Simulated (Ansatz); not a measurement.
# SiNH₂ (quartet): wave-function methods side by side, cc-pVDZ

One table from this session's results is given with a row withheld; the runs are named, their logs left out.

Computed with Ansatz 0.2.0, Gaussian basis. Level: cc-pVDZ, core rule «outside noble gas», up to 6 orbitals frozen.

The runs, in order: UHF; CCSD(T) on ROHF; CCSD(T) on UHF; BCCD(T) on ROHF; CISD; CCSDT(Q) on ROHF; CCSDT(Q) on UHF; CASSCF and MRCISD+Q, 11 electrons in 10 orbitals; CASSCF and NEVPT2, 11 electrons in 10 orbitals.

19 further runs of the same task are left out: 9 that didn't finish, 10 set aside as unsound or not needed.

### What is computed

The geometry is a PBE0/def2-TZVP stationary point (not a proven minimum) of the parent state, kept for this charge and spin.

4 atoms, charge 0, spin multiplicity 4.

Atoms are counted from 1 here; the program's logs count them from 0.

Bond lengths: Si1–N2 1.705 Å, N2–H3 1.010 Å, N2–H4 1.010 Å. Angles: Si1–N2–H3 124.3°, Si1–N2–H4 124.3°, H3–N2–H4 111.4°.

Set-up of the first run:

Contents of in.yaml:

```yaml
crystal:
  periodic: [false, false, false]
  atoms:
    - {symbol: Si, position_ang: [0.000000, 0.000000, 0.645532]}
    - {symbol: N, position_ang: [0.000000, 0.000000, -1.059936]}
    - {symbol: H, position_ang: [0.000000, 0.834992, -1.628999]}
    - {symbol: H, position_ang: [0.000000, -0.834993, -1.628999]}
basis:
  gaussian: {orbitals: cc-pVDZ}
magnetization: {spin_polarized: true, initial_magnetization: 3}
hamiltonian: {xc: hf}
output: {orbitals: {seedname: orbitals}}
```

On the command line:

```bash
$ ansatz run in.yaml --threads 1 --pin off --events-out ev --progress --plain --max-ram 2393MiB
```

Steps of the session up to this table: UHF; CCSD(T) on ROHF; CCSD(T) on UHF; BCCD(T) on ROHF; CISD; CCSDT(Q) on ROHF; CCSDT(Q) on UHF; CASSCF and MRCISD+Q, 11 electrons in 10 orbitals; CASSCF and NEVPT2, 11 electrons in 10 orbitals.

One table of the session follows, with a row left open; its other results are not shown here.

| method | from UCCSDT(Q) (meV) |
| --- | --- |
| ROHF | +6515.0 |
| UHF | +6477.5 |
| RMP2 | +720.0 |
| UMP2 | +714.8 |
| CISD | ? |
| RCCSD | +187.8 |
| UCCSD | +186.8 |
| RCCSD(T) | +30.3 |
| UCCSD(T) | +30.1 |
| BCCD(T) | +31.3 |
| RCCSDT | +15.0 |
| UCCSDT | +14.7 |
| RCCSDT(Q) | +1.2 |
| UCCSDT(Q) | 0 |
| CASSCF valence | +4570.8 |
| NEVPT2 valence | +974.7 |
| MRCISD valence | +287.6 |
| MRCISD+Q valence | +28.2 |

**Question.** Estimate the row for CISD.

As computed: from UCCSDT(Q) (meV): +554.8. In the column «from UCCSDT(Q) (meV)» it lies between MRCISD valence (+287.6) and UMP2 (+714.8).

Among the levels timed on like hardware and quicker than the yardstick, those that no quicker one beats, quickest first: UCCSD(T) (1.5 s, +30.1 meV); MRCISD+Q valence (7.5 s, +28.2 meV).

Limits of these values: Of the multireference levels listed MRCISD+Q valence comes nearest in total energy (+28.2 meV), which doesn't show that its space is the better one. Restricted and unrestricted rows rest on different reference determinants; where their highest levels disagree by more than a few hundredths of an eV, they describe different states and don't form one ladder.
